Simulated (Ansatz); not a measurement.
The input, for Ansatz 0.2.0:

```yaml
crystal:
  periodic: [false, false, false]
  atoms:
    - {symbol: C, position_ang: [0.000000, 0.000000, 0.000000]}
    - {symbol: Li, position_ang: [0.000000, 0.000000, 1.830000]}
basis:
  gaussian: {orbitals: aug-cc-pVTZ}
total_charge: 1
magnetization: {spin_polarized: true, initial_magnetization: 0}
correlation: {method: ccsd_t, electrons: outside_noble_gas}
```

```sh
$ ansatz run in.yaml --threads 1 --pin off --events-out ev --progress --plain --max-ram 2393MiB
```

Output:

```
497 factors; integrals over basis functions are off by at most 1.1e-3 eV
mean field evaluation 1: about -1220.1398 eV, gradient 9.2e0 eV
mean field evaluation 2: about -1220.1401 eV, gradient 9.2e0 eV
mean field evaluation 4: about -1220.5660 eV, gradient 2.8e-1 eV
mean field evaluation 8: about -1220.5669 eV, gradient 1.9e-6 eV
mean field evaluation 16: about -1222.0216 eV, gradient 4.7e-1 eV
mean field evaluation 32: about -1220.5669 eV, gradient 9.4e-3 eV
mean field evaluation 64: about -1219.4621 eV, gradient 2.0e0 eV
mean field evaluation 96: about -1221.9549 eV, gradient 1.5e-6 eV
mean field evaluation 128: about -1222.0229 eV, gradient 4.3e-2 eV
mean field evaluation 160: about -1221.5179 eV, gradient 3.7e0 eV
...
mean field evaluation 608: about -1220.5662 eV, gradient 2.0e-1 eV
mean field evaluation 640: about -1221.7380 eV, gradient 4.3e0 eV
mean field evaluation 672: about -1221.3413 eV, gradient 7.9e-4 eV
mean field -1222.02431558 eV, -44.9085652797 hartree, gradient 1.9e-6 eV, S^2 1.000035; 20 other end points of the search recorded, 0 dependent functions left out
determinant -1222.02431558 eV, -44.9085652797 hartree, with singles and doubles -1224.53358675 eV, -45.0007792942 hartree
determinant -1221.95492975 eV, -44.9060153974 hartree, with singles and doubles -1224.53634179 eV, -45.0008805401 hartree
determinant -1221.34130987 eV, -44.8834652828 hartree, with singles and doubles -1223.97451871 eV, -44.9802339230 hartree
determinant -1222.02431558 eV, -44.9085652797 hartree, with singles and doubles -1224.52573323 eV, -45.0004906830 hartree
determinant -1221.95492975 eV, -44.9060153974 hartree, with singles and doubles -1224.49934584 eV, -44.9995209641 hartree
2 core orbitals not correlated: weight in the atoms' cores, before any rotation towards them, 1.000 or more for the frozen orbitals, at most 0.000 for the correlated occupied ones
reference -1221.95492975 eV, -44.9060153974 hartree; 2, 2 occupied and 88, 88 virtual orbitals, 497 factors
second order -1.73420185 eV of doubles, -0.00000000 eV of singles
cycle   1  -2.54441237 eV  change    3.7e-6 eV  update   4.7e-6
cycle   2  -2.54440476 eV  change    7.6e-6 eV  update   4.1e-6
cycle   3  -2.54439621 eV  change    8.5e-6 eV  update   3.1e-6
cycle   4  -2.54438719 eV  change    9.0e-6 eV  update   2.3e-6
cycle   5  -2.54438144 eV  change    5.8e-6 eV  update   1.5e-6
cycle   6  -2.54437653 eV  change    4.9e-6 eV  update   8.2e-7
cycle   7  -2.54437500 eV  change    1.5e-6 eV  update   2.8e-7
perturbative correction -0.19849239 eV, -0.0072944609 hartree
WARN: in the space of 8 natural orbitals, full CI finds another state of this spin 0.142 eV below this run's state, or below the method's energy where it doesn't find this run's state
WARN: the results are in doubt because among natural orbitals full CI differs from the method by +1.302 eV
Total energy: -1224.69779714 eV, -45.0068139149 hartree
In doubt: among natural orbitals full CI differs from the method by +1.302 eV
```

Ran on 1 thread of Arm Neoverse V1, shared host: 16 s wall, 0.46 GiB peak host memory.
